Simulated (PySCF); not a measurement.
# CCSDT/STO-3G run of HNO2 (nitrous acid)

What is the vertical ionisation energy of HNO2 (nitrous acid) at CCSDT/STO-3G? Input form: a Python script.

The calculation is run with PySCF 2.14.0.

7 further runs of the same task are left out: 7 set aside as unsound or not needed.

## (1) Starting point

The species is HNO2 (4 atoms), meant as a singlet with charge 0. As SMILES, `O=NO`. The shape is that of a PBE0-D4/def2-TZVP optimisation.

Bond lengths: O1–N2 1.162 Å, N2–O3 1.397 Å, O3–H4 0.967 Å. Angles: O1–N2–O3 111.2°, N2–O3–H4 102.9°.

## (2) A single-point energy at CCSDT/STO-3G

Contents of input.py:

```python
# nitrous acid
from pyscf import gto, scf, cc

system = gto.M(
    atom='''
O        0.413650       0.047230       1.437260
N        0.320150      -0.419400       0.377370
O       -0.362650       0.434660      -0.492650
H       -0.371140      -0.062490      -1.321980
''',
    charge=0,
    max_memory=1860,
    basis='sto-3g',
    spin=0,
    verbose=3,
)

hf = scf.RHF(system)
hf.conv_tol = 1e-10
hf.kernel()
if not hf.converged:
    hf = hf.newton().run(hf.mo_coeff, hf.mo_occ)

mycc = cc.CCSDT(hf, frozen=3)
mycc.kernel()
energy = mycc.e_tot
print('E(%s) = %.9f' % ('CCSDT', energy))
```

Launch:

```
$ OMP_NUM_THREADS=1 python input.py
```

The log of the run:

```text
converged SCF energy = -201.905001895017
_make_eris_incore_RCCSDT

WARN: A large `blksize` is being used, which may cause large memory consumption
      for storing contraction intermediates. If memory is sufficient, consider using
      `pyscf.cc.rccsdt_highm.RCCSDT` instead.

RCCSDT converged
E(RCCSDT) = -202.0984551801328   E_corr = -0.1934532851158848
E_corr(same-spin) = -0.0308893257587386
E_corr(oppo-spin) = -0.162563959357146
E(CCSDT) = -202.098455180
```

Wall time 1.2 s (1 thread of Arm Neoverse V2, shared host); peak memory 0.1 GiB.

## (3) The doublet cation, same level

Contents of input.py:

```python
from pyscf import gto, cc

mol = gto.M(
    atom='''
O      0.781685     0.089252     2.716028
N      0.604996    -0.792551     0.713126
O     -0.685309     0.821388    -0.930974
H     -0.701353    -0.118089    -2.498180
''',
    basis='sto-3g',
    charge=1,
    spin=1,
    max_memory=1860,
    verbose=3,
    unit='bohr',
)

calc0 = mol.UHF()
calc0.conv_tol = 1e-10
calc0.kernel()
if not calc0.converged:
    calc0 = calc0.newton().run(calc0.mo_coeff, calc0.mo_occ)

mycc = cc.CCSDT(calc0, frozen=3)
mycc.kernel()
e_tot = mycc.e_tot
print('Final energy', e_tot)
```

Launch:

```
$ OMP_NUM_THREADS=1 python input.py
```

The log of the run:

```text
converged SCF energy = -201.616181635272  <S^2> = 0.93112222  2S+1 = 2.1735889
_make_eris_incore_UCCSDT

WARN: A large `blksize_v_aaa` is being used, which may cause large memory consumption
      for storing contraction intermediates. If memory is sufficient, consider using
      `pyscf.cc.uccsdt_highm.UCCSDT` instead.

WARN: A large `blksize_v_aab` is being used, which may cause large memory consumption
      for storing contraction intermediates. If memory is sufficient, consider using
      `pyscf.cc.uccsdt_highm.UCCSDT` instead.

UCCSDT converged
E(UCCSDT) = -201.8308467933917   E_corr = -0.2146651581200352
E_corr(same-spin) = -0.0434070886214329
E_corr(oppo-spin) = -0.171258069498602
Final energy -201.83084679339171
```

It took 2.9 s on 1 thread of Arm Neoverse V2, shared host; peak memory 0.12 GiB.

## (4) Results

Level: CCSDT/STO-3G, 3 core orbitals frozen.

| quantity | value |
| --- | --- |
| singlet HNO2: total energy | -202.09846 Eh |
| singlet HNO2: dipole moment (Hartree–Fock density) | 1.62 D |
| singlet HNO2: HOMO energy (Hartree–Fock orbitals) | -9.06 eV |
| singlet HNO2: LUMO energy (Hartree–Fock orbitals) | 6.47 eV |
| singlet HNO2: HOMO–LUMO gap (Hartree–Fock orbitals) | 15.53 eV |
| singlet HNO2: correlation energy (3 core orbitals frozen) | -193.5 mEh |
| singlet HNO2: T1 diagnostic | 0.022 |
| doublet cation: total energy | -201.83085 Eh |
| doublet cation: HOMO energy (Hartree–Fock orbitals) (highest over α and β) | -22.10 eV |
| doublet cation: LUMO energy (Hartree–Fock orbitals) (lowest over α and β) | -6.44 eV |
| doublet cation: correlation energy (3 core orbitals frozen) | -214.7 mEh |
| doublet cation: ⟨S²⟩ of the reference determinant | 0.931 |
| doublet cation: T1 diagnostic | 0.058 |
| vertical ionisation energy (to the doublet cation) | 7.282 eV |

**Reading.** Removing an electron at fixed nuclei costs 7.28 eV (168 kcal/mol). In a minimal basis such a difference can be off by several eV, whatever the method. The T1 diagnostic (singlet HNO2) of 0.022 is above the customary mark for such species, so a single reference may not serve. ⟨S²⟩ (doublet cation) is 0.93 where a pure doublet has 0.75: the reference is spin-contaminated. The T1 diagnostic (doublet cation) of 0.058 is above the customary mark for such species, so a single reference may not serve.
